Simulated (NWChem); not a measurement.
Program: NWChem. System: CS, charge 0, spin multiplicity 1, at a geometry optimised with B3LYP/def2-SVP. The structure started from a generated list of species. Level: MP2/def2-SVP, 6 core orbitals frozen.

NWChem printed:

```
             Northwest Computational Chemistry Package (NWChem) 7.3.0
             --------------------------------------------------------

                                NWChem Input Module
                                -------------------

 Scaling coordinates for geometry "geometry" by  1.889725989
 (inverse scale =  0.529177249)

 Turning off AUTOSYM since
 SYMMETRY directive was detected!

                             Geometry "geometry" -> ""
                             -------------------------

 Output coordinates in angstroms (scale by  1.889725989 to convert to a.u.)

  No.       Tag          Charge          X              Y              Z
 ---- ---------------- ---------- -------------- -------------- --------------
    1 C                    6.0000     0.00000000     0.00000000     1.11921200
    2 S                   16.0000     0.00000000     0.00000000    -0.41970500

 Effective nuclear repulsion energy (a.u.)      33.0108874643

            Nuclear Dipole moment (a.u.)
            ----------------------------
        X                 Y               Z
 ---------------- ---------------- ----------------
     0.0000000000     0.0000000000    -0.0000151178

      Symmetry information
      --------------------

 Group name             C2v
 Group number             16
 Group order               4
 No. of unique centers     2

      Symmetry unique atoms

     1    2


 Summary of "ao basis" -> "" (spherical)
 ------------------------------------------------------------------------------
       Tag                 Description            Shells   Functions and Types
 ---------------- ------------------------------  ------  ---------------------
 *                          def2-svp                  on all atoms

 Summary of "ao basis" -> "ao basis" (spherical)
 ------------------------------------------------------------------------------
       Tag                 Description            Shells   Functions and Types
 ---------------- ------------------------------  ------  ---------------------
 C                          def2-svp                 6       14   3s2p1d
 S                          def2-svp                 8       18   4s3p1d

                                 NWChem SCF Module
                                 -----------------

  ao basis        = "ao basis"
  functions       =    32
  atoms           =     2
  closed shells   =    11
  open shells     =     0
  charge          =   0.00
[...]
           0.000000000000           0.000000000000           0.000000000000

  Mulliken analysis of the total density
  --------------------------------------

    Atom       Charge   Shell Charges
 -----------   ------   -------------------------------------------------------
    1 C    6     5.99   1.99  1.14  0.64  1.45  0.72  0.04
    2 S   16    16.01   2.00  1.99  1.21  0.66  5.94  1.76  2.37  0.08

       Multipole analysis of the density wrt the origin
       ------------------------------------------------

     L   x y z        total         open         nuclear
     -   - - -        -----         ----         -------
     0   0 0 0     -0.000000      0.000000     22.000000

     1   1 0 0      0.000000      0.000000      0.000000
     1   0 1 0     -0.000000      0.000000      0.000000
     1   0 0 1     -0.579592      0.000000     -0.000015

     2   2 0 0    -13.678193      0.000000      0.000000
     2   1 1 0      0.000000      0.000000      0.000000
     2   1 0 1      0.000000      0.000000      0.000000
     2   0 2 0    -13.678193      0.000000      0.000000
     2   0 1 1     -0.000000      0.000000      0.000000
     2   0 0 2    -15.570677      0.000000     36.904270

                   NWChem MP2 Semi-direct Energy/Gradient Module
                   ---------------------------------------------

  Basis functions       =     32
  Molecular orbitals    =     32
  Frozen core           =      6
  Frozen virtuals       =      0
  Active alpha occupied =      5
  Active beta occupied  =      5
  Active alpha virtual  =     21
  Active beta virtual   =     21
  Use MO symmetry       = T
  Use skeleton AO sym   = T

  AO/Fock/Back tols     =   1.0D-09  1.0D-09  1.0D-09

 GA uses MA = F    GA memory limited = T

 Available:
  local mem=  1.26D+08
 global mem=  1.44D+08
 local disk=  0.00D+00
  mp2_memr nvloc                    21
  nvloc new                    21
   1 passes of   5:        2097152                       4766                    189941.
   1 passes of   5: M    126154661           G      144177152           F     124057509.

 Semi-direct pass number   1 of   1  for RHF alpha+beta  at        0.1s
  vrange nnbf                   527
  mp2_eaftype                    10  avail_ma_in_mb                  1099
 EAF : mp2_eaftype filesize          10      94970.
  mp2_eaf for mointskh                     10
Node 0 wrote      0.4 Mb in      0.0 s     Agg I/O rate:  1680.1 Mb/s
 Done moints_semi at        0.2s
  mp2_eaftype                    10  avail_ma_in_mb                  1089
 EAF : mp2_eaftype filesize          10      94970.
  mp2_eaf for kh                    10
 Done maket at        0.2s
 Done multipass loop at        0.2s

          -------------------------------------------
          SCF energy                -435.163712827489
          Correlation energy          -0.243074836866
          Singlet pairs               -0.148544599167
          Triplet pairs               -0.094530237699
          Total MP2 energy          -435.406787664355
          -------------------------------------------

          ---------------------------------------------------
                    Spin Component Scaled (SCS) MP2
          Same spin pairs                     -0.063020158466
          Same spin scaling factor             0.333333333333
          Opposite spin pairs                 -0.180054678400
          Opposite spin scaling fact.          1.200000000000
          SCS-MP2 correlation energy          -0.237072333568
          Total SCS-MP2 energy              -435.400785161058
          ---------------------------------------------------

 -----------------------
 Performance information
 -----------------------

 Timer overhead =  1.04D-07 seconds/call

               Nr. of calls         CPU time (s)                 Wall time (s)                GFlops
             ---------------    -------------------     ------------------------------   -------------------
Name         Min   Avg   Max    Min     Avg     Max     Min     Avg     Max   Mx/calls   Min     Max     Sum
mp2: moin     1     1     1   7.67E-2 7.67E-2 7.67E-2  7.67E-2 7.67E-2 7.67E-2 7.67E-2   0.0     0.0     0.0
mp2: make     1     1     1   2.87E-3 2.87E-3 2.87E-3  2.87E-3 2.87E-3 2.87E-3 2.87E-3   0.0     0.0     0.0
mp2: tota     1     1     1   9.02E-2 9.02E-2 9.02E-2  9.02E-2 9.02E-2 9.02E-2 9.02E-2   0.0     0.0     0.0

 The average no. of pstat calls per process was 3.00D+00
 with a timing overhead of 3.12D-07s

 Task  times  cpu:        0.2s     wall:        0.2s

 Total times  cpu:        0.2s     wall:        0.2s
```

**Question.** Write an NWChem input that would produce this output.

**Answer.** This is not unique; one that fits is 
```
start mol
memory heap 200 mb stack 900 mb global 1100 mb
geometry units angstroms nocenter noautoz
  C      0.000000     0.000000     1.119212
  S      0.000000     0.000000    -0.419705
  symmetry group C2v
end
basis spherical
  * library def2-svp
end
scf
  rhf
  nopen 0
  maxiter 100
  thresh 1e-7
  semidirect memsize 60000000 filesize 0
end
mp2
  freeze core 6
end
task mp2 energy
```
